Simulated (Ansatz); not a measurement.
# C₃H₅N: a ladder of functionals and wavefunction methods

One table from this session's results is given with a row withheld; the runs are named, their logs left out.

Program: Ansatz 0.2.0, Gaussian basis. Level of theory: functionals in def2-TZVPP, the program's frozen cores in correlated methods. These are calculated values, not measurements.

Plan: LDA (SPW92), PBE-D4, revPBE-D4, BLYP-D4, r2SCAN-D4, B97M-V, PBE0-D4, B3LYP-D4, r2SCANh-D4, r2SCAN0-D4, HSE06-D4, BHLYP-D4, CAM-B3LYP-D4, LC-ωPBE, ωB97X-V, ωB97M-V, B2PLYP, PBE-QIDH; CCSD(T)/def2-SVP; CCSD(T)/def2-TZVPP; MP2/def2-QZVPP; extrapolation to the limit; RPA on PBE.

## Structure used throughout

The geometry comes from an earlier relaxation with PBE0-D4 in a triple-zeta def2 set; it is a stationary point, not always the lowest conformer.

9 atoms, charge 0, spin multiplicity 1.

Atoms are counted from 1 here; the program's logs count them from 0.

Bond lengths: C1–C2 1.328 Å, C1–H5 1.083 Å, C1–H6 1.086 Å, C2–C3 1.472 Å, C2–H7 1.087 Å, C3–N4 1.267 Å, C3–H8 1.094 Å, N4–H9 1.023 Å. Angles: C2–C1–H5 121.5°, C2–C1–H6 121.5°, H5–C1–H6 116.9°, C1–C2–C3 124.1°, C1–C2–H7 119.7°, C3–C2–H7 116.2°, C2–C3–N4 127.7°, C2–C3–H8 115.4°, N4–C3–H8 116.9°, C3–N4–H9 110.4°.

Set-up of the first run:

in.yaml reads:

```yaml
crystal:
  periodic: [false, false, false]
  atoms:
    - {symbol: C, position_ang: [1.310959, -0.223981, 0.032980]}
    - {symbol: C, position_ang: [0.303990, 0.639849, -0.034556]}
    - {symbol: C, position_ang: [-1.104041, 0.252171, -0.220916]}
    - {symbol: N, position_ang: [-1.671961, -0.812572, 0.164721]}
    - {symbol: H, position_ang: [2.333238, 0.106922, 0.168949]}
    - {symbol: H, position_ang: [1.149587, -1.293122, -0.064993]}
    - {symbol: H, position_ang: [0.505652, 1.707241, 0.008814]}
    - {symbol: H, position_ang: [-1.725449, 0.979280, -0.752120]}
    - {symbol: H, position_ang: [-1.013575, -1.401988, 0.680022]}
basis:
  gaussian: {orbitals: def2-TZVPP}
hamiltonian: {xc: lda}
output: {orbitals: {seedname: orbitals}}
```

The run is started by

```bash
$ ansatz run in.yaml --threads 2 --pin off --events-out ev --progress --plain --max-ram 4352MiB
```

Among the steps run: LDA; PBE-D4 (GGA); revPBE-D4 (GGA); BLYP-D4 (GGA); r2SCAN-D4 (meta-GGA); B97M-V (meta-GGA); B3LYP-D4 (hybrid); r2SCANh-D4 (hybrid); r2SCAN0-D4 (hybrid); HSE06-D4 (hybrid); BHLYP-D4 (hybrid); CAM-B3LYP-D4 (range-separated); LC-ωPBE (range-separated); ωB97X-V (range-separated); ωB97M-V (range-separated); B2PLYP (double hybrid); PBE-QIDH (double hybrid).

One of the session's tables, all rows but one given; the rest of the session is left out.

It belongs to the step «Frontier levels by functional». 

```
  functional  HOMO (eV)  LUMO (eV)  gap (eV)
 LDA (SPW92)      -6.25      -2.71      3.54
      PBE-D4      -6.16      -2.46      3.70
   revPBE-D4      -6.12      -2.37      3.75
     BLYP-D4      -6.07      -2.32      3.75
   r2SCAN-D4      -6.49      -2.30      4.19
      B97M-V      -6.67      -2.19      4.48
     PBE0-D4      -7.69      -1.45      6.24
    B3LYP-D4      -7.45      -1.68      5.77
  r2SCANh-D4      -7.06      -1.93      5.13
  r2SCAN0-D4      -7.89      -1.37      6.52
    HSE06-D4      -7.28      -1.84      5.44
    BHLYP-D4      -8.81      -0.34      8.48
CAM-B3LYP-D4          ?          ?         ?
     LC-ωPBE     -10.50       0.86     11.36
     ωB97X-V     -10.12       0.81     10.93
     ωB97M-V     -10.04       0.72     10.76
```

**Question.** Estimate the row for CAM-B3LYP-D4.

The run gave: HOMO (eV): -9.11; LUMO (eV): -0.30; gap (eV): 8.81. In the column «HOMO (eV)» it lies between ωB97M-V (-10.04) and BHLYP-D4 (-8.81).
